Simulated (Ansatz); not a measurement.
**H2S2 (SMILES SS): wB97X/STO-3G**

What is the vertical ionisation energy of H2S2 at wB97X/STO-3G? 

Program for the calculation: Ansatz 0.2.0.

44 further runs of the same task are left out: 10 that didn't finish, 34 set aside as unsound or not needed.

**1. The system as given**

H2S2: 4 atoms, total charge 0, spin state singlet. SMILES: `SS`. The shape is that of a PBE0-D4/def2-TZVP optimisation.

Bond lengths: S1–S2 2.046 Å, S1–H3 1.347 Å, S2–H4 1.347 Å. Angles: S1–S2–H4 98.6°, S2–S1–H3 98.6°.

**2. The energy at wB97X/STO-3G**

The input, run.yaml:

```yaml
crystal:
  periodic: [false, false, false]
  atoms:
    - symbol: S
      position_ang: [0.784480, -0.789210, 0.166690]
    - symbol: S
      position_ang: [0.060220, 1.121560, 0.067360]
    - symbol: H
      position_ang: [-0.225420, -1.352590, 0.856880]
    - symbol: H
      position_ang: [-0.619290, 1.020250, -1.090950]
basis:
  gaussian:
    orbitals: STO-3G
total_charge: 0
hamiltonian:
  xc: {name: wB97X}
accuracy: high
```

The run is started by

```sh
ansatz run run.yaml --threads 1 --pin off --max-ram 3480MiB --events-out events.jsonl --progress --plain --runs-dir runs
```

Log:

```text
Warning: RAYON_NUM_THREADS=1 ignored (pool sized by the plan → 1); use --threads N
Functional definition: wB97X
  name "wB97X"
  parameter omega = 0.3/bohr
  parameter cx = 0.157706
  parameter cx1 = 0.726479
  parameter cx2 = 1.04760
  parameter cx3 = -5.70635
  parameter cx4 = 13.2794
  parameter css1 = -4.33879
  parameter css2 = 18.2308
  parameter css3 = -31.7430
  parameter css4 = 17.2901
  parameter cos1 = 2.37031
  parameter cos2 = -11.3995
  parameter cos3 = 6.58405
  parameter cos4 = -3.78132
  exchange = spin_sum(e_x_unif_sr(omega)*poly(b97_u_x, 1 - cx, cx1, cx2, cx3, cx4)) + cx*exact_x_sr(omega)
      + exact_x_lr(omega)
  correlation = spin_sum(e_c_pw_same_spin*poly(b97_u_same, 1, css1, css2, css3, css4))
      + integral(e_c_pw_opposite_spin*poly(b97_u_opposite, 1, cos1, cos2, cos3, cos4))
344 factors; integrals over basis functions are off by at most 1.3e-8 eV
129 factors; integrals over basis functions are off by at most 9.7e-10 eV
mean field evaluation 1: about -21462.2008 eV, gradient 7.8e0 eV
mean field evaluation 2: about -21462.5220 eV, gradient 1.3e0 eV
mean field evaluation 4: about -21462.5219 eV, gradient 2.9e-1 eV
mean field evaluation 8: about -21462.5224 eV, gradient 1.2e-3 eV
mean field evaluation 16: about -21462.5224 eV, gradient 8.6e-8 eV
mean field -21462.52242733 eV, -788.7331513843 hartree, gradient 8.6e-8 eV, S^2 0.000000; 0 other end points of the search recorded, 0 dependent functions left out
reference -21462.52242595 eV, -788.7331513334 hartree; 17, 17 occupied and 3, 3 virtual orbitals, 344 factors
Total energy: -21462.52242595 eV, -788.7331513334 hartree
```

It took 2.1 s on 1 thread of Intel Xeon 6975P-C (Granite Rapids), shared host; peak memory 0.25 GiB.

**3. The doublet cation at the same level**

The input, run.yaml:

```yaml
crystal:
  periodic: [false, false, false]
  atoms:
    - {symbol: S, position_ang: [0.784480, -0.789210, 0.166690]}
    - {symbol: S, position_ang: [0.060220, 1.121560, 0.067360]}
    - {symbol: H, position_ang: [-0.225420, -1.352590, 0.856880]}
    - {symbol: H, position_ang: [-0.619290, 1.020250, -1.090950]}
basis:
  gaussian:
    orbitals: STO-3G
total_charge: 1
magnetization:
  spin_polarized: true
  initial_magnetization: 1
hamiltonian:
  xc: {name: wB97X}
accuracy: high
```

The run is started by

```sh
ansatz run run.yaml --threads 1 --pin off --max-ram 3480MiB --events-out events.jsonl --progress --plain --runs-dir runs
```

Log:

```text
Warning: RAYON_NUM_THREADS=1 ignored (pool sized by the plan → 1); use --threads N
[... 17 set-up lines as earlier in the session ...]
      + exact_x_lr(omega)
[... 1 set-up line as earlier in the session ...]
      + integral(e_c_pw_opposite_spin*poly(b97_u_opposite, 1, cos1, cos2, cos3, cos4))
344 factors; integrals over basis functions are off by at most 1.3e-8 eV
129 factors; integrals over basis functions are off by at most 9.7e-10 eV
mean field evaluation 1: about -21454.5229 eV, gradient 7.0e0 eV
mean field evaluation 2: about -21454.9006 eV, gradient 4.1e0 eV
mean field evaluation 4: about -21455.0470 eV, gradient 2.8e-1 eV
mean field evaluation 8: about -21455.0382 eV, gradient 7.2e-2 eV
mean field evaluation 16: about -21455.0446 eV, gradient 1.8e-2 eV
mean field evaluation 32: about -21455.0087 eV, gradient 1.1e-1 eV
mean field -21455.04463874 eV, -788.4583477223 hartree, gradient 5.8e-8 eV, S^2 0.755858; 2 other end points of the search recorded, 0 dependent functions left out
reference -21455.04463738 eV, -788.4583476721 hartree; 17, 16 occupied and 3, 4 virtual orbitals, 344 factors
Total energy: -21455.04463738 eV, -788.4583476721 hartree
```

Wall time 6.9 s (1 thread of Intel Xeon 6975P-C (Granite Rapids), shared host); peak memory 0.4 GiB.

**4. Outcome**

Level: wB97X/STO-3G.

| quantity | value |
| --- | --- |
| singlet H2S2: total energy | -788.73315 Eh |
| doublet cation: total energy | -788.45835 Eh |
| doublet cation: ⟨S²⟩ | 0.756 |
| vertical ionisation energy (to the doublet cation) | 7.478 eV |

What this shows: Removing an electron at fixed nuclei costs 7.48 eV (172 kcal/mol). In a minimal basis such a difference can be off by several eV, whatever the method.
